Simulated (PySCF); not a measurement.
# C5H6S: NMR shifts at several levels of theory, part 2 of 2

PySCF 2.14.0. Atoms count from 0.

### 6 NMR shieldings: PBE0/6-311+G(2d,p)

Job settings and geometry (Å):

```
{"job": {"kind": "nmr", "xc": "PBE0", "basis": "6-311+G(2d,p)", "pop": true}, "charge": 0, "multiplicity": 1}
C     -1.972432     0.223758     0.233280
C     -0.489634     0.172133     0.078956
C      0.312462    -0.924094    -0.117680
C      1.694983    -0.600068    -0.232624
C      1.928015     0.743372    -0.121084
S      0.466467     1.614731     0.124155
H     -2.271658     0.714864     1.172607
H     -2.452299     0.772468    -0.593038
H     -2.380886    -0.796368     0.241519
H     -0.084899    -1.939004    -0.177391
H      2.485451    -1.335111    -0.390370
H      2.879897     1.270585    -0.167322
```

With the program's defaults for keys left out, this is: GIAO PBE0/6-311+G(2d,p) NMR shielding, non-relativistic, gas phase.

Output:

```text
coarse grid: 10776 points
cycle   1  E = -591.9843530108  dE =  9.078e-01  |g| = 3.814e-01  |ddm| = 4.073e+00
cycle   2  E = -591.9583159162  dE =  2.604e-02  |g| = 4.774e-01  |ddm| = 8.915e-01
cycle   3  E = -592.0172452161  dE = -5.893e-02  |g| = 1.002e-01  |ddm| = 6.408e-01
cycle   4  E = -592.0199241085  dE = -2.679e-03  |g| = 3.874e-02  |ddm| = 1.570e-01
cycle   5  E = -592.0202979931  dE = -3.739e-04  |g| = 8.999e-03  |ddm| = 4.171e-02
cycle   6  E = -592.0203164167  dE = -1.842e-05  |g| = 3.287e-03  |ddm| = 1.735e-02
cycle   7  E = -592.0203186362  dE = -2.220e-06  |g| = 4.757e-04  |ddm| = 2.956e-03
final grid: 100024 points
cycle   8  E = -592.0161760007  dE = -4.186e-05  |g| = 9.743e-03  |ddm| = 1.155e-01
cycle   9  E = -592.0161480486  dE =  2.795e-05  |g| = 1.380e-02  |ddm| = 2.631e-02
cycle  10  E = -592.0161972354  dE = -4.919e-05  |g| = 1.755e-03  |ddm| = 1.920e-02
cycle  11  E = -592.0161980985  dE = -8.631e-07  |g| = 4.547e-04  |ddm| = 2.178e-03
cycle  12  E = -592.0161981456  dE = -4.709e-08  |g| = 1.267e-04  |ddm| = 5.539e-04
cycle  13  E = -592.0161981491  dE = -3.467e-09  |g| = 3.938e-05  |ddm| = 1.818e-04
cycle  14  E = -592.0161981494  dE = -3.805e-10  |g| = 1.103e-05  |ddm| = 8.066e-05
converged SCF energy = -592.0161981494

GIAO shielding tensors (ppm)
atom      isotropic    diamagn.    paramagn.     s11        s22        s33       span
  0 C      169.915     247.961     -78.046    155.592    163.173    190.981     35.389
  1 C       38.470     235.369    -196.899    -43.471     26.672    132.210    175.681
  2 C       58.440     257.397    -198.957    -20.423     55.854    139.888    160.311
  3 C       57.783     258.050    -200.267    -24.782     47.421    150.710    175.492
  4 C       56.169     256.931    -200.762    -36.159     62.363    142.303    178.461
  5 S      253.802    1058.312    -804.510    107.036    278.290    376.081    269.046
  6 H       28.939      29.942      -1.004     24.067     27.767     34.982     10.915
  7 H       28.935      30.036      -1.101     24.332     27.340     35.134     10.802
  8 H       29.056      30.951      -1.895     24.183     28.477     34.508     10.325
  9 H       24.636      30.941      -6.305     22.042     24.263     27.604      5.561
 10 H       24.563      29.134      -4.571     21.864     24.602     27.222      5.358
 11 H       24.247      29.310      -5.063     21.597     24.628     26.516      4.918
```

Run time: 20 s. Hardware: 1 thread of Arm Neoverse V1, shared host; peak memory 0.89 GiB.

Key values: δ C1 148.0, C4 130.3, C3 128.7, C2 128.0, H11 7.26, H10 6.95 ppm.

### 7 NMR shieldings: PBE0/def2-SVP

The job, as its differences from that of step 6:

```diff
@@ -1,2 +1,2 @@
-{"job": {"kind": "nmr", "xc": "PBE0", "basis": "6-311+G(2d,p)", "pop": true}, "charge": 0, "multiplicity": 1}
+{"job": {"kind": "nmr", "xc": "PBE0", "basis": "def2-SVP", "pop": true}, "charge": 0, "multiplicity": 1}
 C     -1.972432     0.223758     0.233280
```

Method: GIAO PBE0/def2-SVP NMR shielding, non-relativistic, gas phase.

Output:

```text
coarse grid: 10776 points
cycle   1  E = -591.5954961740  dE =  8.686e-01  |g| = 3.181e-01  |ddm| = 3.869e+00
cycle   2  E = -591.5785233714  dE =  1.697e-02  |g| = 4.033e-01  |ddm| = 8.214e-01
cycle   3  E = -591.6230388278  dE = -4.452e-02  |g| = 7.905e-02  |ddm| = 5.644e-01
cycle   4  E = -591.6248326985  dE = -1.794e-03  |g| = 2.380e-02  |ddm| = 1.428e-01
cycle   5  E = -591.6249713296  dE = -1.386e-04  |g| = 7.566e-03  |ddm| = 2.977e-02
cycle   6  E = -591.6249865177  dE = -1.519e-05  |g| = 1.890e-03  |ddm| = 1.159e-02
cycle   7  E = -591.6249873284  dE = -8.107e-07  |g| = 4.965e-04  |ddm| = 2.029e-03
final grid: 100024 points
cycle   8  E = -591.6903765846  dE = -1.629e-05  |g| = 8.602e-03  |ddm| = 3.050e-02
cycle   9  E = -591.6903552173  dE =  2.137e-05  |g| = 1.201e-02  |ddm| = 2.402e-02
cycle  10  E = -591.6903967981  dE = -4.158e-05  |g| = 1.367e-03  |ddm| = 1.660e-02
cycle  11  E = -591.6903973415  dE = -5.434e-07  |g| = 2.590e-04  |ddm| = 1.994e-03
cycle  12  E = -591.6903973574  dE = -1.592e-08  |g| = 7.986e-05  |ddm| = 3.334e-04
cycle  13  E = -591.6903973589  dE = -1.479e-09  |g| = 2.054e-05  |ddm| = 8.824e-05
cycle  14  E = -591.6903973590  dE = -1.165e-10  |g| = 5.685e-06  |ddm| = 3.527e-05
converged SCF energy = -591.6903973590

GIAO shielding tensors (ppm)
atom      isotropic    diamagn.    paramagn.     s11        s22        s33       span
  0 C      178.058     243.566     -65.508    165.976    171.527    196.671     30.695
  1 C       51.652     260.964    -209.312    -25.212     37.916    142.252    167.464
  2 C       71.512     250.884    -179.371     -0.958     66.136    149.360    150.318
  3 C       71.231     249.896    -178.665     -4.948     57.931    160.711    165.658
  4 C       67.775     256.696    -188.920    -18.372     69.889    151.808    170.180
  5 S      345.612    1057.518    -711.906    221.900    363.331    451.605    229.705
  6 H       29.028      28.105       0.923     23.958     27.802     35.325     11.367
  7 H       29.016      28.058       0.958     24.194     27.401     35.453     11.259
  8 H       29.094      29.188      -0.094     24.096     28.187     34.999     10.903
  9 H       24.807      32.345      -7.538     21.847     24.658     27.916      6.069
 10 H       24.724      29.682      -4.957     21.787     24.714     27.673      5.886
 11 H       24.607      30.192      -5.585     21.815     24.766     27.240      5.425
```

It took 9.1 s on 1 thread of Arm Neoverse V1, shared host; peak memory 0.61 GiB.

In short: δ C1 142.1, C4 125.9, C3 122.5, C2 122.2, H11 6.74, H10 6.62 ppm.

### 8 NMR shieldings: PBE0/def2-TZVP

The job, as its differences from that of step 7:

```diff
@@ -1,2 +1,2 @@
-{"job": {"kind": "nmr", "xc": "PBE0", "basis": "def2-SVP", "pop": true}, "charge": 0, "multiplicity": 1}
+{"job": {"kind": "nmr", "xc": "PBE0", "basis": "def2-TZVP", "pop": true}, "charge": 0, "multiplicity": 1}
 C     -1.972432     0.223758     0.233280
```

Level: GIAO PBE0/def2-TZVP NMR shielding, non-relativistic, gas phase.

Output:

```text
coarse grid: 10776 points
cycle   1  E = -592.0094527396  dE =  9.084e-01  |g| = 3.766e-01  |ddm| = 2.847e+00
cycle   2  E = -591.9826954998  dE =  2.676e-02  |g| = 4.857e-01  |ddm| = 6.787e-01
cycle   3  E = -592.0440618695  dE = -6.137e-02  |g| = 9.478e-02  |ddm| = 4.789e-01
cycle   4  E = -592.0464865545  dE = -2.425e-03  |g| = 3.484e-02  |ddm| = 1.158e-01
cycle   5  E = -592.0467808307  dE = -2.943e-04  |g| = 9.755e-03  |ddm| = 2.825e-02
cycle   6  E = -592.0468030596  dE = -2.223e-05  |g| = 2.810e-03  |ddm| = 8.531e-03
cycle   7  E = -592.0468047066  dE = -1.647e-06  |g| = 4.425e-04  |ddm| = 2.059e-03
final grid: 100024 points
cycle   8  E = -592.0359365575  dE = -4.771e-05  |g| = 1.001e-02  |ddm| = 6.814e-02
cycle   9  E = -592.0359075363  dE =  2.902e-05  |g| = 1.405e-02  |ddm| = 1.764e-02
cycle  10  E = -592.0359585589  dE = -5.102e-05  |g| = 1.844e-03  |ddm| = 1.235e-02
cycle  11  E = -592.0359595088  dE = -9.499e-07  |g| = 5.216e-04  |ddm| = 1.863e-03
cycle  12  E = -592.0359595715  dE = -6.272e-08  |g| = 1.343e-04  |ddm| = 3.848e-04
cycle  13  E = -592.0359595755  dE = -3.921e-09  |g| = 4.122e-05  |ddm| = 1.058e-04
cycle  14  E = -592.0359595759  dE = -4.046e-10  |g| = 1.294e-05  |ddm| = 4.556e-05
converged SCF energy = -592.0359595759

GIAO shielding tensors (ppm)
atom      isotropic    diamagn.    paramagn.     s11        s22        s33       span
  0 C      169.502     244.607     -75.105    155.587    162.288    190.630     35.044
  1 C       37.147     250.758    -213.611    -46.018     25.071    132.388    178.406
  2 C       56.929     257.093    -200.164    -23.024     54.061    139.750    162.773
  3 C       56.323     254.244    -197.921    -27.643     45.434    151.178    178.821
  4 C       55.662     256.071    -200.409    -37.790     61.815    142.961    180.751
  5 S      232.078    1055.591    -823.514     84.370    258.958    352.905    268.535
  6 H       28.916      28.870       0.047     24.084     27.751     34.914     10.830
  7 H       28.921      28.850       0.071     24.362     27.334     35.066     10.704
  8 H       28.984      29.555      -0.571     24.113     28.399     34.438     10.325
  9 H       24.600      32.061      -7.461     22.157     24.138     27.505      5.349
 10 H       24.505      29.551      -5.046     21.945     24.470     27.100      5.155
 11 H       24.266      28.982      -4.716     21.751     24.597     26.450      4.699
```

Run time: 26 s. Hardware: 1 thread of Arm Neoverse V1, shared host; peak memory 0.99 GiB.

In short: δ C1 149.5, C4 131.0, C3 130.3, C2 129.7, H11 7.22, H10 6.98 ppm.

### 9 Comparing the runs: NMR shifts

Shifts (ppm) of some atoms, chosen among heavy atoms and hydrogens apart, with basis size and wall time (the measured row can stand on another reference than the computed rows):

| run | C1 | C4 | C2 | C3 | H10 | H9 | S5 | functions | time |
| --- | --- | --- | --- | --- | --- | --- | --- | --- | --- |
| PBE0/STO-3G | 125.1 | 119.0 | 106.4 | 106.0 | 6.07 | 5.92 | 100 | 40 | 2.9 s |
| PBE0/6-31G | 142.6 | 127.4 | 120.7 | 120.9 | 6.90 | 6.82 | 180 | 70 | 5.6 s |
| PBE0/6-31G* | 136.7 | 121.3 | 119.1 | 118.8 | 6.67 | 6.59 | 209 | 100 | 7.8 s |
| PBE0/6-311+G(2d,p) | 148.0 | 130.3 | 128.0 | 128.7 | 6.95 | 6.87 | 253 | 206 | 20 s |
| PBE0/def2-SVP | 142.1 | 125.9 | 122.2 | 122.5 | 6.62 | 6.54 | 222 | 118 | 9.1 s |
| PBE0/def2-TZVP | 149.5 | 131.0 | 129.7 | 130.3 | 6.98 | 6.88 | 260 | 228 | 26 s |
| measured | – | – | – | – | – | – | 178 | – | – |

Measured: liquid, neat; H. L. Retcofsky, R. A. Friedel, J. Am. Chem. Soc. 94 (1972) 6579.

### 10 Results

What follows sums up all 2 parts.

| quantity | value |
| --- | --- |
| rotational constants (main isotopes) | 5.29, 3.12, 1.99 GHz |
| 13C shifts against TMS (PBE0/STO-3G) | 125.1, 119.0, 106.4, 106.0, 22.0 ppm |
| 1H shifts against TMS (PBE0/STO-3G, means over atoms taken as alike) | 6.46, 6.07, 5.92, 1.82 ppm |
| 33S shifts against CS2 (PBE0/STO-3G) | 100 ppm |
| measured, and computed on the same scale | S5 δ 178, 100 ppm |
| range of the shift of S5 | 100 to 260 ppm |
| property runs in this session | 6, of which 0 failed and 1 gave unsound results |

In words: Single values in the summary come from the first run of each kind that ended normally (PBE0/STO-3G), which need not be the best level. A minimal basis gives no usable values, so read them as a test of settings alone. The start was shaken at random, so part of the energy gained undoes that. The optimisation took 8 steps and gained 1.026 eV; among the close pairs (by a distance rule), C2–C3 changed most, from 1.585 to 1.425 Å. At PBE0/STO-3G: Shielding is most anisotropic at S5 (span 204 ppm, paramagnetic term -521 ppm). The one measured 33S shift is missed by -78 ppm (computed less measured, unscaled). Vibration, temperature and solvent are missing from the calculation, and it holds one conformer, so part of the miss against the measured shifts is not the functional's. NICS(1)zz of -18 ppm above the planar ring from C1 marks a diatropic (aromatic) ring current. Across the 6 runs the shift of S5 moves most, between 100 (PBE0/STO-3G) and 260 ppm (PBE0/def2-TZVP). A minimal basis is unusable for shieldings, so that end is no result. For the one measured 33S shift, PBE0/6-31G misses least (1.6 ppm, 5.6 s) and PBE0/def2-TZVP most (82.1 ppm, 26 s); the quickest, PBE0/STO-3G, misses by 77.6 ppm in 2.9 s. One molecule ranks no method: errors cancel, and vibration and temperature are missing from all runs.
